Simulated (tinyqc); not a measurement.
Pariser-Parr-Pople SCF with singles CI, for the molecule O=CC=O (SMILES; centres numbered as the heavy atoms are written), step by step. Computed by tinyqc, a small Python program that keeps every step. Settings: charge = 0, gamma = Ohno, start = huckel, damping = 0.3, iteration cap = 81, excitations kept = 9. Command: `OMP_NUM_THREADS=1 python tinyqc.py 30444 30445 out.jsonl` (the two numbers bound the seeds that draw the settings). One thread of a shared host (Intel(R) Xeon(R) Processor @ 2.60GHz), about 0.01 s of CPU time with the checks. Later iterations appear only in the table of the cycle.

## PPP integrals

Centres (angstrom, eV; a flat drawing with bonds scaled to 1.40 angstrom):
```
centre         x         y  core charge z         W  gamma_rr
1O       1.84800  -0.12700              1  17.70000  15.20000
2C       0.55900   0.42100              1  11.16000  11.13000
3C      -0.55900  -0.42100              1  11.16000  11.13000
4O      -1.84800   0.12700              1  17.70000  15.20000
```

Resonance integrals (eV):
```
i  j      beta
1  2  -2.81000
2  3  -2.68000
3  4  -2.81000
```

Ohno: gamma = 14.399645/sqrt(R^2 + a^2), a = 2 x 14.399645/(gamma_rr + gamma_ss); H_rr = -W_r - sum_(s != r) z_s gamma_rs; H_rs = beta for bonds.

repulsion gamma_rs (eV), lower triangle:
```
          1O        2C        3C        4O
1O  15.20000
2C   8.10276  11.13000
3C   5.41308   7.55502  11.13000
4O   3.76567   5.41308   8.10276  15.20000
```

core matrix H (eV), lower triangle:
```
           1O         2C         3C         4O
1O  -34.98151
2C   -2.81000  -32.23086
3C    0.00000   -2.68000  -32.23086
4O    0.00000    0.00000   -2.81000  -34.98151
```

## Starting guess

pi electrons, sum of z_r less the charge = 4

Orbitals of the Hueckel matrix of the beta values.

P at the start, lower triangle:
```
          1O       2C       3C       4O
1O   1.00000
2C   0.90262  1.00000
3C   0.00000  0.43043  1.00000
4O  -0.43043  0.00000  0.90262  1.00000
```

## Iteration 1: Fock matrix

F_rr = H_rr + P_rr gamma_rr / 2 + sum_(s != r) P_ss gamma_rs; F_rs = H_rs - P_rs gamma_rs / 2; E = tr P (H + F) / 2 + core repulsion sum_(r<s) z_r z_s gamma_rs.

F (eV), lower triangle:
```
           1O        2C        3C         4O
1O  -10.10000
2C   -6.46687  -5.59500
3C    0.00000  -4.30596  -5.59500
4O    0.81043   0.00000  -6.46687  -10.10000
```

pi energy = -64.65785 eV

## Iteration 1: orbitals and new P

Diagonalise F (the basis is taken as orthonormal) and form P = 2 sum c c over the lowest orbitals; 0.3 of the old P is kept.

orbital energies (eV): -16.06935  -14.15971  -3.12117  1.96024

P after iteration 1, lower triangle:
```
          1O       2C       3C       4O
1O   1.19238
2C   0.90122  0.80762
3C   0.06879  0.35456  0.80762
4O  -0.35456  0.06879  0.90122  1.19238
```

## Iteration 2: Fock matrix

As before.

F (eV), lower triangle:
```
           1O        2C        3C         4O
1O  -10.51364
2C   -6.46117  -5.51885
3C   -0.18618  -4.01935  -5.51885
4O    0.66757  -0.18618  -6.46117  -10.51364
```

pi energy = -65.73081 eV

## Iteration 2: orbitals and new P

As before.

orbital energies (eV): -16.34127  -14.26560  -3.04300  1.58488

P after iteration 2, lower triangle:
```
          1O       2C       3C       4O
1O   1.27960
2C   0.89739  0.72040
3C   0.09342  0.31205  0.72040
4O  -0.31205  0.09342  0.89739  1.27960
```

## Convergence

Stop when output and input P, before any damping, agree to 1e-7.

Course of the cycle:
```
iteration       E (eV)  largest |P(out) - P(in)|
1          -64.6578477                  2.75e-01
2          -65.7308099                  1.25e-01
3          -66.1561827                  5.67e-02
4          -66.3068641                  2.60e-02
5          -66.3575027                  1.20e-02
6          -66.3740505                  5.61e-03
7          -66.3793726                  3.04e-03
8          -66.3810686                  1.70e-03
9          -66.3816062                  9.55e-04
10         -66.3817762                  5.39e-04
11         -66.3818299                  3.06e-04
...                ...                       ...
16         -66.3818547                  1.87e-05
17         -66.3818547                  1.07e-05
18         -66.3818547                  6.18e-06
19         -66.3818547                  3.56e-06
20         -66.3818547                  2.05e-06
21         -66.3818547                  1.18e-06
22         -66.3818547                  6.82e-07
23         -66.3818547                  3.93e-07
24         -66.3818547                  2.27e-07
25         -66.3818547                  1.31e-07
26         -66.3818547                  7.57e-08
```

Converged in 26 iterations.

## Converged orbitals

Charges are z - P_rr.

orbital energies (eV): -16.47849  -14.35715  -3.00993  1.21589

coefficients:
```
        MO1       MO2       MO3       MO4
1O  0.52269   0.63518  -0.47623  -0.31072
2C  0.47623   0.31072   0.52269   0.63518
3C  0.47623  -0.31072   0.52269  -0.63518
4O  0.52269  -0.63518  -0.47623   0.31072
```

pi charges: 1O -0.35331, 2C 0.35331, 3C 0.35331, 4O -0.35331

## Singles CI, singlets

Over the 4 single excitations with the smallest orbital gaps: A = (e_a - e_i) delta + 2 (ia|jb) - (ij|ab), with (pq|rs) = sum c_mp c_mq gamma_mn c_nr c_ns. f = 2/3 w |mu|^2 in atomic units, mu = sqrt2 sum c_ia sum_m c_mi c_ma R_m.

singlet CI matrix (eV), lower triangle:
```
          2>3       1>3      2>4       1>4
2>3   6.82445
1>3   0.00000   8.02658
2>4   0.00000  -0.09873  9.64237
1>4  -0.50423   0.00000  0.00000  11.16074
```

singlet excitation energies (eV): 6.76659  8.02057  9.64838  11.21860

oscillator strengths: 1.16330  0.00000  0.00000  0.18907

## Singles CI, triplets

Over the 4 single excitations with the smallest orbital gaps: A = (e_a - e_i) delta - (ij|ab), with (pq|rs) = sum c_mp c_mq gamma_mn c_nr c_ns.

triplet CI matrix (eV), lower triangle:
```
          2>3       1>3      2>4      1>4
2>3   3.31926
1>3   0.00000   5.39469
2>4   0.00000  -2.18546  7.98788
1>4  -2.18546   0.00000  0.00000  9.70298
```

triplet excitation energies (eV): 2.64276  4.15015  9.23242  10.37948
